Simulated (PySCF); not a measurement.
PySCF input (M06-2X/def2-TZVPD):

```python
from pyscf import gto, scf, dft

mol = gto.M(
    atom='''
    C    -0.00042255   -0.00054284    0.66960135
    C     0.00042255    0.00054284   -0.66960135
    Cl    0.00445506    1.45010322    1.59085632
    Cl   -0.00646139   -1.45268069    1.58849617
    Cl   -0.00445506   -1.45010322   -1.59085632
    Cl    0.00646139    1.45268069   -1.58849617
    ''',
    basis='def2-tzvpd',
    charge=0,
    spin=0,
    verbose=4,
)

mf = dft.RKS(mol, xc='m062x').density_fit(auxbasis='def2-universal-jkfit')
mf.grids.level = 4
mf.conv_tol = 1e-9
mf.max_cycle = 100
mf.max_memory = 1500
mf.kernel()
if not mf.converged:
    mf = mf.newton()
    mf.kernel(mf.make_rdm1())
mf.analyze()
```

End of the output:

```
Extra cycle  E= -1916.97261081021  delta_E= -1.82e-12  |g|= 1.89e-06  |ddm|= 1.16e-05
converged SCF energy = -1916.97261081021
**** SCF Summaries ****
Total Energy =                       -1916.972610810206334
Nuclear Repulsion Energy =             492.882777128563760
One-electron Energy =                -3625.898111369368053
Two-electron Energy =                 1216.042723430597789
Two-electron Coulomb Energy =         1339.867442237183468
DFT Exchange-Correlation Energy =     -123.824718806585622
HOMO-LUMO gap [eV] =                     8.258320517042094
**** MO energy ****
MO #1   energy= -102.682523109258  occ= 2
MO #2   energy= -102.682521102684  occ= 2
MO #3   energy= -102.682518150075  occ= 2
MO #4   energy= -102.682517665294  occ= 2
MO #5   energy= -10.6844883089342  occ= 2
MO #6   energy= -10.6834354921845  occ= 2
MO #7   energy= -9.84467254612136  occ= 2
MO #8   energy= -9.84466624356923  occ= 2
MO #9   energy= -9.84466532964482  occ= 2
MO #10  energy= -9.84466026826891  occ= 2
MO #11  energy= -7.56697054169295  occ= 2
MO #12  energy= -7.56696103827829  occ= 2
MO #13  energy= -7.56695712341383  occ= 2
MO #14  energy= -7.56695425410731  occ= 2
MO #15  energy= -7.56136001112084  occ= 2
MO #16  energy= -7.56135418649723  occ= 2
MO #17  energy= -7.561353107103    occ= 2
MO #18  energy= -7.56134797077841  occ= 2
MO #19  energy= -7.56114067017181  occ= 2
MO #20  energy= -7.5611404048845   occ= 2
MO #21  energy= -7.56113680127091  occ= 2
MO #22  energy= -7.56113332219903  occ= 2
MO #23  energy= -1.06977355077137  occ= 2
MO #24  energy= -1.01073426719683  occ= 2
MO #25  energy= -0.967215820503558 occ= 2
MO #26  energy= -0.942833331919836 occ= 2
MO #27  energy= -0.82766292485411  occ= 2
MO #28  energy= -0.645327799673343 occ= 2
MO #29  energy= -0.58457544759311  occ= 2
MO #30  energy= -0.581645754839475 occ= 2
MO #31  energy= -0.532205684379395 occ= 2
MO #32  energy= -0.5006547072669   occ= 2
MO #33  energy= -0.457553866538064 occ= 2
MO #34  energy= -0.432511807715999 occ= 2
MO #35  energy= -0.425392369987937 occ= 2
MO #36  energy= -0.422618975127491 occ= 2
MO #37  energy= -0.41526994903453  occ= 2
MO #38  energy= -0.408905954114009 occ= 2
MO #39  energy= -0.378745125979268 occ= 2
MO #40  energy= -0.314523823652799 occ= 2
MO #41  energy= -0.0110361398217605 occ= 0
MO #42  energy= 0.00238021697054594 occ= 0
MO #43  energy= 0.00310816789795208 occ= 0
MO #44  energy= 0.00881088063158557 occ= 0
MO #45  energy= 0.0259420938962566 occ= 0
MO #46  energy= 0.0356116306077761 occ= 0
MO #47  energy= 0.0359656521927295 occ= 0
MO #48  energy= 0.0367651511881294 occ= 0
MO #49  energy= 0.0368279123420853 occ= 0
MO #50  energy= 0.0492132332198249 occ= 0
MO #51  energy= 0.059163142741151  occ= 0
MO #52  energy= 0.0603029102529172 occ= 0
MO #53  energy= 0.0726619554943593 occ= 0
MO #54  energy= 0.0851274382721761 occ= 0
MO #55  energy= 0.086790921339067  occ= 0
MO #56  energy= 0.0922000203943988 occ= 0
MO #57  energy= 0.11457897496653   occ= 0
MO #58  energy= 0.116928552756184  occ= 0
MO #59  energy= 0.145563884075915  occ= 0
MO #60  energy= 0.145637914043345  occ= 0
MO #61  energy= 0.150609405681603  occ= 0
MO #62  energy= 0.16739949711494   occ= 0
MO #63  energy= 0.186070130582835  occ= 0
MO #64  energy= 0.198663421262995  occ= 0
MO #65  energy= 0.199896008809404  occ= 0
MO #66  energy= 0.223541221646846  occ= 0
MO #67  energy= 0.228397907569149  occ= 0
MO #68  energy= 0.229908370438521  occ= 0
MO #69  energy= 0.230722987870498  occ= 0
MO #70  energy= 0.231015049170698  occ= 0
MO #71  energy= 0.237932955329366  occ= 0
MO #72  energy= 0.244759702729537  occ= 0
MO #73  energy= 0.26481640647335   occ= 0
MO #74  energy= 0.273173692125436  occ= 0
MO #75  energy= 0.275102603656791  occ= 0
MO #76  energy= 0.281584608691943  occ= 0
MO #77  energy= 0.299157165111436  occ= 0
MO #78  energy= 0.300548137308743  occ= 0
MO #79  energy= 0.302723809917919  occ= 0
MO #80  energy= 0.314394738729553  occ= 0
MO #81  energy= 0.315946927281484  occ= 0
MO #82  energy= 0.319714205985012  occ= 0
MO #83  energy= 0.322504639261986  occ= 0
MO #84  energy= 0.322630713457635  occ= 0
MO #85  energy= 0.338149255215684  occ= 0
MO #86  energy= 0.338582459415119  occ= 0
MO #87  energy= 0.362441082483572  occ= 0
MO #88  energy= 0.387044721110517  occ= 0
MO #89  energy= 0.398703819533355  occ= 0
MO #90  energy= 0.400900672749325  occ= 0
MO #91  energy= 0.40898127543936   occ= 0
MO #92  energy= 0.412805772279816  occ= 0
MO #93  energy= 0.444977682849036  occ= 0
MO #94  energy= 0.458642908332009  occ= 0
MO #95  energy= 0.471156148658839  occ= 0
MO #96  energy= 0.498172792934543  occ= 0
MO #97  energy= 0.507103421079056  occ= 0
MO #98  energy= 0.528391351523827  occ= 0
MO #99  energy= 0.572230975541012  occ= 0
MO #100 energy= 0.579520775029808  occ= 0
MO #101 energy= 0.580398960637096  occ= 0
MO #102 energy= 0.596864862255488  occ= 0
MO #103 energy= 0.609786627743377  occ= 0
MO #104 energy= 0.61660654776206   occ= 0
MO #105 energy= 0.619206391920464  occ= 0
MO #106 energy= 0.62362817572187   occ= 0
MO #107 energy= 0.62691489647168   occ= 0
[...]
```
